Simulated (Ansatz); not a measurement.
Results of BLYP (Ansatz, an electronic-structure program, PAW) for cubic perovskite SrTiO3 (cubic form, which distorts at low temperature).

Run with plane-wave cutoff 520 eV, 10×10×10 k mesh, Fermi–Dirac smearing 0.01 eV, no spin polarisation, scalar-relativistic PAW data made under PBE.

Pressure at four volumes; x = ln(V/12.540 Å³). One pressure is withheld.

| V (Å³/atom) | x | P (GPa) |
|---|---|---|
| 11.787 | -0.0619 | 11.40 |
| 12.540 | 0.0000 | -0.01 |
| 13.041 | 0.0392 | -5.80 |
| 13.292 | 0.0582 | ? |

Q: Pass a parabola P(x) through the three rows shown, estimate the bulk modulus and its pressure derivative near zero pressure, and predict the withheld pressure.

A: Slopes between the rows: (-0.01 − (11.40))/(0.0000 − (-0.0619)) = -184.33 and (-5.80 − (-0.01))/(0.0392 − (0.0000)) = -147.70 GPa. Their difference over the span 0.1011 is c = 36.63/0.1011 = 362.3 GPa, so P(x) = 11.40 + (-184.33)(x − (-0.0619)) + 362.3 (x − (-0.0619))(x − (0.0000)). At the middle row B = −dP/dx = −[-184.33 + 362.3 × 0.0619] = 161.9 GPa, and B′ = dB/dP = 2c/B = 4.5. At x = 0.0582 the parabola gives -8.21 GPa; the run gives -8.26 GPa. The Birch–Murnaghan fit to the energies at all volumes has B0 = 161 GPa and B′ = 4.4.

Measured, for comparison: bulk modulus 172 GPa (room temperature, no zero-point or thermal correction, Murnaghan fit, our sources range from 165 to 179; as tabulated in Guennou et al. (2010), arXiv:0910.0710). Computed (rounded) less measured: bulk modulus -6 % (-2 % to -10 % over the range).

Note: the relaxation could not lower the start's symmetry, so the cell can be a saddle point above a distorted one.
